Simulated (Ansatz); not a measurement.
in.yaml

```yaml
crystal:
  periodic: [false, false, false]
  atoms:
    - {symbol: Sb, position_ang: [0.000000, 0.000000, 0.000000]}
    - {symbol: H, position_ang: [0.000000, 0.000000, 1.713000]}
basis:
  gaussian: {orbitals: def2-SVP}
correlation: {active_space: {ras: {orbitals: [3, 0, 19], electrons: 6, max_holes: 2, max_particles: 2}, fixed_orbitals: true}}
```

```sh
$ ansatz run in.yaml --threads 1 --pin off --events-out ev --progress --plain --max-ram 2393MiB
```

The program prints:

```
385 factors; integrals over basis functions are off by at most 5.9e-4 eV
mean field evaluation 1: about -6524.2016 eV, gradient 5.2e0 eV
mean field evaluation 2: about -6524.2036 eV, gradient 5.2e0 eV
mean field evaluation 4: about -6524.3503 eV, gradient 3.6e-1 eV
mean field evaluation 8: about -6524.3503 eV, gradient 5.2e-4 eV
mean field evaluation 16: about -6524.3503 eV, gradient 3.4e-7 eV
mean field -6524.35032165 eV, -239.7654519573 hartree, gradient 7.8e-6 eV, S^2 0.000000; 2 other end points of the search recorded, 0 dependent functions left out
reference -6524.35032165 eV, -239.7654519573 hartree; 12, 12 occupied and 19, 19 virtual orbitals, 385 factors
state -6526.92120493 eV, -239.8599301750 hartree
Total energy: -6526.92120493 eV, -239.8599301750 hartree
```

Natural occupations: 1.9677 1.9447 1.8722 0.1155 0.0348 0.0142 0.0115 0.0089 0.0073 0.0067 0.0054 0.0036 0.0029 0.0016 0.0011 0.0008 0.0007 0.0002 0.0000 0.0000 0.0000 0.0000.

For the same geometry and basis full CI lies 445.8 meV lower. By full CI's occupations no single determinant describes the state well. The determinant fills πx and πy unequally, so it is a mixture of Σ and Δ.

Ran on 1 thread of Intel Xeon, shared host: 1.4 s wall, 0.09 GiB peak host memory.
